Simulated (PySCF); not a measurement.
Work out the structure from these simulated measurements.

Formula: C5H8O.

- NMR, other nuclei: isotropic shieldings of nuclei other than C and H, by class: 237 (1 O) ppm [GIAO PBE0/pcSseg-1]
- 13C NMR: chemical shifts (computed TMS as zero) by class: 94.0 (1 C), 78.1 (1 C), 65.9 (1 C), 33.4 (2 C) ppm [GIAO PBE0/pcSseg-1]
- Rotational structure: rotational constants A, B, C: 4.783, 2.801, 2.744 GHz [GFN2-xTB]
- 1H NMR: chemical shifts (computed TMS as zero) by class: 1.91 (1 H), 1.50 (6 H), 0.83 (1 H) ppm [GIAO PBE0/pcSseg-1]
- Dipole: 1.36 D [PBE0/pcSseg-1]

Electronic properties: PySCF, gas phase, density fitting. Levels stand in brackets. One conformer (not necessarily the lowest) at the GFN2-xTB geometry, without solvent, vibrations or thermal averaging. NMR values are class means; diastereotopic atoms form classes of their own.

Task: What is the compound? Reason from the data.

Result: Numbering: `[CH:1]#[C:2][C:3]([CH3:4])([CH3:5])[OH:6]`. Its formula, C5H8O, gives 2 degrees of unsaturation: 0 rings and 2 π bonds in the structure found. 5 carbons fall into 4 classes; from least to most shielded: alkyne carbon [C2] (94.0 ppm), terminal alkyne carbon [C1] (78.1 ppm), carbinol carbon (C–OH) [C3] (65.9 ppm), methyl carbon [C4/C5] (33.4 ppm, 2 C, up to 4.3 ppm apart in this geometry). Hydrogen classes from least to most shielded: 1 H on a terminal alkyne carbon, C1 (1.91 ppm), 6 H on 2 methyl carbons, C4/C5 (1.50 ppm, a mean of values up to 0.6 ppm apart in this geometry), 1 H on an alcohol oxygen, O6 (0.83 ppm). The other shieldings belong to: 237 ppm, alcohol oxygen [O6]. By its constants the optimised geometry is a nearly prolate symmetric top. Structure: 2-methyl-3-butyn-2-ol, `C#CC(C)(C)O`. Computed isomers that give other values at the same levels: `O=C1CCCC1` (13C chemical shifts (computed TMS as zero) by class: 222.6 (1 C), 40.6 (2 C), 26.6 (2 C) ppm). The assignments are read from this structure; whether some other isomer fits the data as well wasn't checked.

Shape of the structure used: `[CH:1]#[C:2][C:3]([CH3:4])([CH3:5])[OH:6]`: H–O6–C3–C2 57°.
